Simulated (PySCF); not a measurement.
# Working with the constants of BH⁺

UHF-CCSD(T) constants of BH⁺, ²Σ⁺ (doublet), unpaired electrons σ ↑ (basis B jorge-DZP-DKH, H jorge-DZP-DKH; spin-free X2C with a Gaussian nucleus; PySCF 2.14; masses 11.0093 and 1.0078 u):

- ωe: 2485.1 cm⁻¹
- ωexe: 66.4 cm⁻¹
- Be: 12.082 cm⁻¹
- αe: 0.447 cm⁻¹
- D (centrifugal): 0.00114 cm⁻¹
- De to B⁺ + H: 1.87 eV

**Question.** Give the vibrational terms G(v) and spacings up to v = 4.

**Answer.** G(v) = ωe(v+½) − ωexe(v+½)².

```json
{"v": "0", "G(v) (cm⁻¹)": "1226", "G(v) − G(v−1)": "", "Bv (cm⁻¹)": "11.86"}
{"v": "1", "G(v) (cm⁻¹)": "3578", "G(v) − G(v−1)": "2352", "Bv (cm⁻¹)": "11.41"}
{"v": "2", "G(v) (cm⁻¹)": "5798", "G(v) − G(v−1)": "2220", "Bv (cm⁻¹)": "10.96"}
{"v": "3", "G(v) (cm⁻¹)": "7884", "G(v) − G(v−1)": "2087", "Bv (cm⁻¹)": "10.52"}
{"v": "4", "G(v) (cm⁻¹)": "9838", "G(v) − G(v−1)": "1954", "Bv (cm⁻¹)": "10.07"}
```

**Question.** How well does the Morse estimate ωe²/(4ωexe) reproduce De, and what is D0?

**Answer.** It gives 2.88 eV, 154 % of the computed De. D0 = De − G(0) = 1.87 − 0.15 = 1.72 eV.

Correlated steps freeze 1 core orbital. Correlated levels converge slowly with the basis: in double zeta they bind strong bonds too weakly, by up to about 1 eV, and carry superposition errors of some tenths. For an ion De counts to the pair picked by the measured ionisation energies or electron affinities, which need not be the lowest pair at this level. The state is the lowest determinant that a PBE0 search found; another state may lie lower at other levels.
